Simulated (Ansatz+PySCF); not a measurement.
The numbers below are computed, except where a source is named.
Several solutions for triplet NH₃ in separate pieces

| atom | x (Å) | y (Å) | z (Å) |
| --- | --- | --- | --- |
| N | 0.0000 | 0.0000 | -0.4711 |
| H | 0.0000 | 0.0000 | 3.2974 |
| H | 30.0000 | 0.0000 | -0.3804 |
| H | 30.0000 | 0.0000 | 0.3804 |

Basis set: 6-31G (spherical functions). Charge 0, multiplicity 3.

ROHF was run from several starts with Ansatz (development build ahead of 0.2.0) and PySCF 2.14.0.

```csv
run,program,start,converged,energy (hartree),<S²>
A,PySCF,"guess huckel, instabilities followed",yes,-55.86642,2.00
B,Ansatz,stability test followed,yes,-55.86642,2.00
C,PySCF,"guess minao, instabilities followed",yes,-55.86642,2.00
D,PySCF,program defaults,yes,-55.86635,2.00
E,PySCF,"guess 1e, instabilities followed",yes,-55.86642,2.00
F,Ansatz,search for the lowest state,yes,-55.86642,2.00
G,Ansatz,"atomic start, no search",yes,-55.86641,2.00
H,PySCF,"guess atom, instabilities followed",yes,-55.74084,2.00
```

**Question.** Which runs reached the lowest solution of this kind, and what is wrong with the others?

**Answer.** A, B, C, D, E, F, G reached the lowest solution found or ended within 0.01 eV of it (a small difference can mark another solution nearby). Converged but too high: H by 3.42 eV. Convergence only shows a stationary point, and even a stable one can lie too high; stability tests and further starts are what find lower ones. Caution: this determinant is likely not that of the ground state. Caution: an unrestricted determinant lies well below (3.89 eV lower).
